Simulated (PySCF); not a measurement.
Compound: C4H4NP.
Atom-mapped SMILES: `[cH:1]1[cH:2][p:3][cH:4][cH:5][n:6]1` (hydrogens: H7 on C1; H8 on C2; H9 on C4; H10 on C5)

Theory: core-valence-separated Tamm–Dancoff BHandHLYP/aug-pcX-1 (pcseg-1 on H, def2-SVPD on P) in PySCF, non-relativistic, gas phase, PBE0-D3(BJ)/def2-SVP geometry. BHandHLYP without relativity tends to put these K edges a few eV too low, so spacings mean more than positions.

Q: List the nitrogen K-edge absorption lines.

A: 
```csv
E (eV),f,core hole on,main final orbital,polarisation
396.12,0.0561,N6,LUMO (78 %),out of plane
399.03,0.0000,N6,LUMO+1 (98 %),–
401.26,0.0004,N6,LUMO+2 (71 %),–
401.94,0.0000,N6,LUMO+3 (67 %),–
402.12,0.0074,N6,LUMO+6 (61 %),out of plane
402.22,0.0030,N6,LUMO+4 (65 %),in plane
402.28,0.0006,N6,LUMO+5 (65 %),–
```

The first line with a tenth or more of the strongest one's intensity is at 396.12 eV (f = 0.056), with the hole on N6 (pyridine-type nitrogen), polarised out of plane: a 1s→π* resonance. It is also the strongest listed.

Q: What does the C 1s absorption edge look like?

A: 
```csv
E (eV),f,core hole on,main final orbital,polarisation
282.41,0.1102,C2/C4,"LUMO (2 roots, f summed)",out of plane
283.21,0.1351,C1/C5,"LUMO+1 (2 roots, f summed)",out of plane
284.44,0.0050,C2/C4,"LUMO+1 (2 roots, f summed)",out of plane
285.16,0.0034,C1/C5,"LUMO (2 roots, f summed)",out of plane
286.19,0.0322,C2/C4,"LUMO+2 (2 roots, f summed)",in plane
286.85,0.0331,C2/C4,"LUMO+5 (2 roots, f summed)",in plane
287.16,0.0385,C1/C5,"LUMO+2 (2 roots, f summed)",in plane
287.61,0.0149,C2/C4,"LUMO+8 (2 roots, f summed)",in plane
```

The first line with a tenth or more of the strongest one's intensity is at 282.41 eV (f = 0.110, sum of 2), with the hole on C2/C4 (aromatic CH carbon), polarised out of plane: a 1s→π* resonance. The strongest listed is at 283.21 eV (f = 0.135, sum of 2; C1/C5, 1s→π*).

Roots within 0.03 eV whose holes lie on the same, on equivalent or on shared atoms are summed into one line, and the highest roots are left out, as the search may have cut off their partners. Final orbitals are the ground state's empty Kohn–Sham orbitals. A dash: too weak, shared between unlike atoms, or no plane or axis to refer to.

Q: What are the wavelength and the wavenumber of the 402.12 eV line?

A: λ = 12398.42 eV Å/402.12 eV = 30.833 Å; 3.2433 × 10⁶ cm⁻¹.

The list ends where the root search ended, not at a threshold.
